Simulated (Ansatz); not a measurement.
Run this with Ansatz 0.2.0, Python API and show what comes out.

`run_energy.py`
```python
"""Single point of C3H4OS."""

import logging
import sys

import ansatz as az
import numpy as np

logging.basicConfig(stream=sys.stdout, format="[%(levelname)s] %(message)s")
logger = logging.getLogger("c3h4os")
logger.setLevel(logging.INFO)

GEOMETRY = """
O     0.88020   -1.82110    0.42010
C     0.31220   -0.70360    0.14640
C     0.83410    0.54410   -0.58550
S    -0.74060    1.22060   -0.72330
C    -1.07910   -0.14740    0.44620
H     1.35740    0.33260   -1.52300
H     1.56790    1.13890    0.05530
H    -1.85620   -0.80620    0.20060
H    -1.18740    0.19580    1.54610
"""

geometry = az.Crystal.molecule()
for line in GEOMETRY.strip().splitlines():
    symbol, *xyz = line.split()
    geometry = geometry.atom(symbol, [float(v) for v in xyz])

base = (
    geometry.calculation()
    .basis(gaussian="def2-SVPD")
    .functional(az.LibraryFunctional("SVWN5"))
    .forces()  # eV per angstrom
)
out = base.run()
rep = out.report

logger.info("reference energy %16.6f eV" % rep["reference_energy_ev"])
logger.info("total energy     %16.6f eV" % rep["free_energy_ev"])
print("occupied orbitals outside the frozen core (up, down):", rep["n_occupied"], " frozen:", rep["n_frozen"], " virtual:", rep["n_virtual"])

symbols = [site.symbol for site in geometry.cartesian_sites]
logger.info("forces (eV/A)")
for symbol, f in zip(symbols, rep["forces_ev_ang"]):
    logger.info(f"  {symbol:2s} {f[0]:9.4f} {f[1]:9.4f} {f[2]:9.4f}")

charges = rep["charge_distribution"]
print("dipole moment", round(4.803205 * float(np.linalg.norm(charges["dipole_moment_e_ang"])), 3), "D")
print("Mulliken:", [(s, round(q, 3)) for s, q in zip(symbols, charges["mulliken_charges_e"])])
```

Output of `python run_energy.py`:
```text
[INFO] reference energy    -15969.735941 eV
[INFO] total energy        -15969.735941 eV
occupied orbitals outside the frozen core (up, down): [23, 23]  frozen: 0  virtual: [119, 119]
[INFO] forces (eV/A)
[INFO]   O    -2.7007    4.8530   -1.2903
[INFO]   C     2.4803   -3.2688    1.2858
[INFO]   C     2.6540   -1.2040    0.9619
[INFO]   S    -2.4287    1.0428   -0.0798
[INFO]   C     1.8767    0.9778    1.5283
[INFO]   H     0.2793   -0.1959   -0.4857
[INFO]   H    -0.4782   -0.4539   -0.2707
[INFO]   H    -1.8398   -1.3717   -0.5051
[INFO]   H     0.1570   -0.3792   -1.1444
dipole moment 1.786 D
Mulliken: [('O', -0.368), ('C', 0.123), ('C', 0.087), ('S', -0.143), ('C', 0.208), ('H', -0.039), ('H', 0.178), ('H', -0.226), ('H', 0.179)]
```

Total energies depend on the basis set; only differences at equal settings carry meaning. The geometry is a force-field or estimated start, not a minimum of this method, and the basis set is short of its limit. Mulliken charges are unreliable in a basis with diffuse functions. Wall time of the script: 3.5 s on 1 thread of Arm Neoverse V1, with other jobs on the host, peak memory 0.24 GiB.

(A comment or docstring line of the script was reworded after the run, the code is as it ran; lines on the test bed's own set-up are left out of the output.)
